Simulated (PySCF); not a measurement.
**How the functional moves excitation energies**

C₂H₂.
InChI=1S/C2H2/c1-2/h1-2H

Linear-response calculations in the def2-SVPD basis (PySCF; singlets by full response, triplets Tamm–Dancoff, core orbitals frozen in the response; HF means time-dependent Hartree–Fock). 'Strongest' is the level of largest summed f among the singlets computed (10 roots, of which the last may lack a degenerate partner); it can jump between rows when another state enters that window. S1 is the lowest singlet of each run and needn't be the same state throughout; f(S1) is that of one state. Isolated species at its PBE0-D3(BJ)/def2-SVP geometry, gas phase.

```json
{"functional": "B3LYP", "kind": "global hybrid, 20% exact exchange", "S1 (eV)": "6.67", "f(S1)": "0.000", "strongest (eV)": "10.16", "T1 (eV)": "5.36", "HOMO (eV)": "-8.12", "gap (eV)": "8.63", "ionisation energy, ΔSCF (eV)": "11.37"}
{"functional": "PBE0", "kind": "global hybrid, 25% exact exchange", "S1 (eV)": "6.71", "f(S1)": "0.000", "strongest (eV)": "10.32", "T1 (eV)": "5.26", "HOMO (eV)": "-8.39", "gap (eV)": "9.18", "ionisation energy, ΔSCF (eV)": "11.31"}
{"functional": "BHandHLYP", "kind": "global hybrid, 50% exact exchange", "S1 (eV)": "6.44", "f(S1)": "0.000", "strongest (eV)": "10.41", "T1 (eV)": "5.19", "HOMO (eV)": "-9.48", "gap (eV)": "11.10", "ionisation energy, ΔSCF (eV)": "11.07"}
{"functional": "CAM-B3LYP", "kind": "range-separated hybrid", "S1 (eV)": "6.56", "f(S1)": "0.000", "strongest (eV)": "10.30", "T1 (eV)": "5.31", "HOMO (eV)": "-9.78", "gap (eV)": "11.57", "ionisation energy, ΔSCF (eV)": "11.35"}
{"functional": "LC-wPBE", "kind": "range-separated hybrid", "S1 (eV)": "6.61", "f(S1)": "0.000", "strongest (eV)": "10.60", "T1 (eV)": "5.19", "HOMO (eV)": "-11.29", "gap (eV)": "13.98", "ionisation energy, ΔSCF (eV)": "11.35"}
```

What does wB97X-D (range-separated hybrid) give?

S1 (eV) 6.69, f(S1) 0.000, strongest (eV) 10.34, T1 (eV) 5.46, HOMO (eV) -10.31, gap (eV) 12.98, ionisation energy, ΔSCF (eV) 11.29. S1 runs from 6.44 eV (BHandHLYP) to 6.71 eV (PBE0), a spread of 0.28 eV, while the orbital gap spreads over 5.4 eV. −ε(HOMO) comes closest to its own ΔSCF ionisation energy with LC-wPBE (-0.06 eV) and misses most with B3LYP (-3.24 eV). The lowest singlet of a reference set is 1Σu-(π→π*) at 7.10 eV (computed, theoretical best estimate (aug-cc-pVTZ, frozen core, CC3 geometry), gas; Veril, Scemama, Caffarel, Lipparini, Boggio-Pasqua, Jacquemin, Loos, WIREs Comput. Mol. Sci. 2021, 11, e1517 (QUESTDB)). The lowest computed singlet differs from it by PBE0 -0.39, wB97X-D -0.41, B3LYP -0.43, LC-wPBE -0.49, CAM-B3LYP -0.54, BHandHLYP -0.66 eV; geometry and basis of the reference needn't be the same. The lowest triplet of a reference set is 3Σu+(π→π*) at 5.53 eV (computed, theoretical best estimate (aug-cc-pVTZ, frozen core, CC3 geometry), gas; Veril, Scemama, Caffarel, Lipparini, Boggio-Pasqua, Jacquemin, Loos, WIREs Comput. Mol. Sci. 2021, 11, e1517 (QUESTDB)). The lowest computed triplet differs from it by wB97X-D -0.07, B3LYP -0.17, CAM-B3LYP -0.22, PBE0 -0.27, LC-wPBE -0.34, BHandHLYP -0.34 eV; geometry and basis of the reference needn't be the same.
